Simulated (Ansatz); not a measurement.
How far each method lies from UCCSDTQ for CHO, doublet

Geometry: MP2(full)/6-31G*, from the G2/97 set.

```xyz
3

C     0.0326    0.6351    0.0000
O     0.0326   -0.5557    0.0000
H    -0.9058    1.2530    0.0000
```

Basis cc-pVDZ; Ansatz 0.2.0. Correlated methods freeze the noble-gas cores, which leaves 11 electrons in 31 orbitals. Prefix R: restricted or restricted open-shell reference; prefix U: unrestricted. Active spaces: valence = (11e, 9o) chosen from the atoms' valence shells.

Full CI isn't at hand for all of this; UCCSDTQ serves as the reference, and is uncertain by about the last step of the cluster series. The frozen core follows each run's orbitals, which can shift R against U totals by a few meV.

For open shells CISD and CISDTQ are restricted-active-space CI with the open shells as a complete middle space.

The UHF ⟨S²⟩ is 0.764. The T1 diagnostic (RCCSD) is 0.0287, the largest doubles amplitude (RCCSD) is 0.101 and the T1 diagnostic (UCCSD) is 0.0239.

| level | E − E(UCCSDTQ) (mEh) | share of correlation (%) | wall time |
| --- | --- | --- | --- |
| RHF | 326.07 | 0.00 | – |
| UHF | 320.76 | 1.63 | – |
| RMP2 | 22.06 | 93.23 | – |
| UMP2 | 23.58 | 92.77 | – |
| CISD | 34.16 | 89.52 | 0.91 s |
| RCCSD | 12.65 | 96.12 | – |
| UCCSD | 12.42 | 96.19 | – |
| RCCSD(T) | 1.63 | 99.50 | 0.88 s |
| UCCSD(T) | 1.69 | 99.48 | 0.82 s |
| BCCD(T) | 1.74 | 99.47 | 1.1 s |
| RCCSDT | 0.99 | 99.70 | – |
| UCCSDT | 0.97 | 99.70 | – |
| CISDTQ | 1.84 | 99.44 | 8.5 s (H100) |
| RCCSDT(Q) | -0.01 | 100.00 | 13 s |
| UCCSDT(Q) | -0.20 | 100.06 | 11 s |
| RCCSDTQ | 0.01 | 100.00 | 27 s (H100) |
| CASSCF (valence space) | 198.68 | 39.07 | – |
| NEVPT2 (valence space) | 38.51 | 88.19 | 2 s |
| MRCISD (valence space) | 11.32 | 96.53 | – |
| MRCISD+Q (valence space) | 1.23 | 99.62 | 4.4 s |

The correlation energy at UCCSDTQ, counted from RHF, is -8.873 eV. That run took 28 s on 5 threads of AMD EPYC 7R13 with a whole H100 80 GB, shared host.

Times hold each run's SCF and search for its determinant on a shared host, so for small cases they say little of a method's own cost; rows without a card ran on 1 thread of AMD EPYC 7R13.

Natural occupations of CASSCF (valence space) about the gap: 1.995 1.978 1.969 1.941 1.015 0.063 0.024 0.018; effectively unpaired electrons, Σ n²(2−n)², 1.04.

Atomization energy (electronic, same basis, no zero-point term; atoms at the same level, unrestricted beside the R rows where the molecule is a closed shell, with restricted open-shell steps beyond CCSDT(Q)) at UCCSDTQ: 1070.8 kJ/mol. Errors of other levels:

```csv
level,error (kJ/mol)
RHF,-328.6
UHF,-337.7
RMP2,43.9
UMP2,38.9
CISD,-77.7
RCCSD,-27.0
UCCSD,-26.9
RCCSD(T),-2.7
UCCSD(T),-3.1
BCCD(T),-3.0
RCCSDT,-2.2
UCCSDT,-2.3
CISDTQ,-4.5
RCCSDT(Q),0.2
UCCSDT(Q),0.5
RCCSDTQ,0.2
CASSCF (valence space),-43.0
NEVPT2 (valence space),1.0
MRCISD (valence space),-19.9
MRCISD+Q (valence space),-7.5
```

This basis is far from its limit, so the value isn't to be set against a measured one. Truncated CI isn't size-consistent, which counts against it in atomization.
